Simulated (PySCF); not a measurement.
# Basis-set dependence of excited states

Compound: C₄H₉N.
InChI=1S/C4H9N/c1-3-5-4-2/h3H,4H2,1-2H3/b5-3+

TDDFT with PBE0 (PySCF), vertical singlets, core orbitals frozen in the response, spherical d and f functions. Isolated species at its PBE0-D3(BJ)/def2-SVP geometry (one conformer only).

```
      basis  functions  diffuse  S1 (eV)  S2 (eV)  S3 (eV)  S4 (eV)  S5 (eV)  LUMO (eV)  α (au)
     6-31G*         88       no     5.31     7.92     8.34     8.99     9.21       0.49    51.6
    6-31+G*        108      yes     5.23     6.79     7.15     7.20     7.33       0.01    58.1
   def2-SVP        115       no     5.22     7.75     8.15     8.27     8.47       0.28    53.8
  def2-SVPD        172      yes     5.17     7.08     7.42     7.64     7.77      -0.01    61.6
aug-cc-pVDZ        196      yes     5.17     6.34     6.64     6.73     6.87      -0.10    63.4
  def2-TZVP        209       no     5.20     7.44     7.73     7.94     8.07       0.07    60.2
 def2-TZVPD        266      yes     5.17     6.70     7.05     7.27     7.45      -0.04    63.1
```

How much do these states and the polarisability depend on the basis?

States are compared by their number. Against the largest diffuse basis here (def2-TZVPD, itself not a converged limit), sets without diffuse functions differ by up to 0.14 eV in S1 and 1.75 eV in S5; the smaller diffuse sets differ by up to 0.06 and 0.58 eV. State by state, the largest deviation of a set without diffuse functions is S1 0.14, S2 1.22, S3 1.29, S4 1.72, S5 1.75 eV. The same number needn't mean the same state in each row. Against def2-TZVPD the polarisability deviates by -18% in 6-31G*, -8% in 6-31+G*, -15% in def2-SVP, -2% in def2-SVPD, 0% in aug-cc-pVDZ, -5% in def2-TZVP. A single + in a Pople set puts diffuse functions on heavy atoms only.
